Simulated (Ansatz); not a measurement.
A made-up structure of AlSiH$_{3}$F, doublet:

F1  (-0.870, 0.382, 1.277)
Al2  (0.818, -1.631, 0.040)
Si3  (-0.316, 0.575, -0.329)
H4  (-1.592, 0.335, -1.060)
H5  (0.555, 1.415, -1.198)
H6  (-0.610, 1.321, 0.925)
(Å)

It is relaxed with PBE-D4/def2-SVP and then PBE0-D4/def2-TZVP (Ansatz 0.2.0). Atoms count as bonded within 1.22 times the sum of their covalent radii (H–H: 0.88 Å). The end point is not checked to be a true minimum.

(1) Does its bonding change? (Judge from chemistry; the calculation decides.)

## Answers

(1) The calculation gives: Yes. Formed: F1–Al2; broken: F1–Si3, F1–H6.

Where it ends: The first stage lowers the energy by 5.62 eV in 30 steps. It ends as AlSiH₃F ([F][Al][SiH3]):
| atom | x (Å) | y (Å) | z (Å) |
| --- | --- | --- | --- |
| F1 | 0.4030 | -0.7110 | 2.3974 |
| Al2 | -0.3443 | -1.1206 | 0.9725 |
| Si3 | -0.4983 | 0.7688 | -0.6698 |
| H4 | -1.3337 | 0.3673 | -1.8341 |
| H5 | 0.8634 | 1.1155 | -1.1668 |
| H6 | -1.1037 | 1.9776 | -0.0435 |

Labels in which every atom is bracketed show which atoms are joined, not bond orders.

For scale, one of the runs: PBE0-D4/def2-TZVP relaxation, 123 basis functions, launched by `ansatz run in.yaml --threads 2 --pin off --events-out ev --progress --plain --max-ram 4352MiB`. Hardware: 2 CPU threads of an Intel Xeon Platinum 8259CL, shared host. Wall time about 86 s.
